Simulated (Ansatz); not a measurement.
Born–Oppenheimer molecular dynamics of H₈Si₂ (10 atoms, charge 0, multiplicity 1). It starts at the highest image of a converged band. Of that band: A structure lower than the first end lies on the path between it and the top, so the climb from that side starts below the end, which may itself be a saddle point or a shallow side well. Neighbouring images differ by up to 2.3 eV, so the band resolves the path poorly. A vibrational analysis at the climbing image gives one clearly imaginary mode, 1620i cm⁻¹: a first-order saddle point.

Theory: RKS PBE0-D4/def2-SVPD in Ansatz 0.2.0.

* ensemble: NVE (velocity Verlet)
* time step: 0.5 fs
* steps asked: 200
* starting velocities drawn for: 100 K
* seed: 5977

First frame:

```xyz
10
Properties=species:S:1:pos:R:3
Si -0.477 -1.131 -0.117
Si 0.381 1.379 -0.017
H 0.111 -2.158 -1.034
H -1.394 -1.490 1.004
H -1.387 -0.340 -1.069
H 0.750 -0.353 0.614
H 0.842 -1.461 0.948
H 1.494 2.018 0.760
H 0.608 1.570 -1.479
H -0.928 1.968 0.389
```

Q: What does the run give?

A: All steps were run.

- steps done: 200
- time covered: 100 fs
- mean temperature over the second half: 2215 K
- spread of the potential energy over the second half: 29.6 meV per atom
- mean potential energy of the second half above the start: -218.7 meV per atom

The conserved energy stayed within 0.43 meV per atom of its start (net change -0.38 meV per atom), so the integration is sound. The kinetic energy rose, since the run started high on the potential surface and went downhill. It ends in pieces (H2 + H6Si2), so much of that is their flight and rotation, not heat. A run of 0.1 ps of so small a system gives no equilibrium averages. The orbitals stay closed-shell, which can raise the energy where a bond breaks towards radicals; this wasn't checked here.

Q: What happens to the structure?

A: Between its relaxed ends the band would form Si1–H7, Si2–H6 and break Si1–Si2, H6–H7. These pairs go: Si1–H7 1.73 → 12.41 Å, Si2–H6 1.88 → 12.99 Å, Si1–Si2 2.65 → 2.66 Å, H6–H7 1.16 → 0.75 Å. In the last frame they stand as before the step (other bonds may differ from the relaxed reactants and products). Also parted: Si1–H6 1.63 → 12.69 Å. It ends as H2 + H6Si2. Pairs count as bonded within 1.25 times the sum of covalent radii (0.12 Å more for H–H). This is one draw of velocities; another would differ in detail.

Q: How do temperature and energy run in time?

A: 
```csv
time (fs),T (K),potential energy less start (eV),conserved less start (meV/atom)
0.0,100,0.000,0.00
3.0,54,0.047,0.03
6.0,36,0.066,0.03
9.0,69,0.032,0.04
12.0,226,-0.129,0.09
15.0,636,-0.555,-0.07
18.0,1389,-1.336,-0.31
21.0,1906,-1.867,0.01
24.0,2270,-2.243,0.13
27.0,2501,-2.483,-0.08
30.0,2622,-2.610,-0.20
33.0,2602,-2.588,-0.10
36.0,2531,-2.512,0.13
39.0,2580,-2.567,-0.29
42.0,2489,-2.473,-0.30
45.0,2270,-2.244,-0.03
48.0,2036,-2.000,0.24
51.0,1887,-1.846,0.12
54.0,1941,-1.908,-0.38
57.0,1977,-1.944,-0.37
60.0,2008,-1.972,0.08
63.0,2141,-2.107,0.29
66.0,2332,-2.308,0.02
69.0,2569,-2.557,-0.36
72.0,2646,-2.636,-0.35
75.0,2597,-2.581,0.12
78.0,2598,-2.583,0.09
81.0,2536,-2.521,-0.10
84.0,2413,-2.394,-0.23
87.0,2201,-2.175,-0.15
90.0,2012,-1.975,0.15
93.0,1983,-1.948,-0.16
96.0,1935,-1.899,-0.22
99.0,1873,-1.834,-0.09
```

The run took 3 min on 2 threads of Intel(R) Xeon(R) 6975P-C (Granite Rapids), with other jobs on the host, peak memory 0.3 GiB.
